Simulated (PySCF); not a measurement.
CH, SMILES [CH] (connectivity only; charge and spin as stated), charge +1, multiplicity 1.

Geometry: B3LYP-D3(BJ)/def2-TZVPD.

These are PySCF 2.14.0 with TDDFT-PBE/def2-TZVPD values and carry that method's errors.

Vertical excitations; the highest root listed may be one member of a degenerate set.  State labels are in the subgroup C2v.

Estimate the UV-visible absorptions. (Estimate from the structure and the level; the computed values follow.)


| state | symmetry | energy (eV) | λ (nm) | f | main pairs |
|---|---|---|---|---|---|
| S1 | B2 | 2.84 | 437 | 0.005 | HOMO→LUMO+1 (degenerate set) |
| S2 | B1 | 2.84 | 437 | 0.005 | HOMO→LUMO (degenerate set) |
| S3 | A1 | 12.20 | 102 | 0.276 | HOMO→LUMO+2 90 % |
| S4 | B1 | 13.00 | 95 | 0.153 | HOMO−1→LUMO (degenerate set) |
| S5 | B2 | 13.00 | 95 | 0.153 | HOMO−1→LUMO+1 (degenerate set) |
| S6 | A1 | 15.35 | 81 | 0.081 | HOMO→LUMO+3 86 % |
| S7 | B2 | 15.85 | 78 | 0.060 | HOMO→LUMO+5 (degenerate set) |
| S8 | B1 | 15.85 | 78 | 0.060 | HOMO→LUMO+4 (degenerate set) |
| S9 | A1 | 16.87 | 74 | 0.248 | HOMO→LUMO+6 95 % |
| S10 | A1 | 17.16 | 72 | 0.000 | HOMO→LUMO+9 100 % |
| T1 | B2 | 0.77 | 1614 | 0 | HOMO→LUMO+1 (degenerate set) |
| T2 | B1 | 0.77 | 1614 | 0 | HOMO→LUMO (degenerate set) |
| T3 | B2 | 8.92 | 139 | 0 | HOMO−1→LUMO+1 (degenerate set) |
| T4 | B1 | 8.92 | 139 | 0 | HOMO−1→LUMO (degenerate set) |
Triplets are in the Tamm–Dancoff approximation, which puts them higher than full response would, so one can lie above its singlet here.
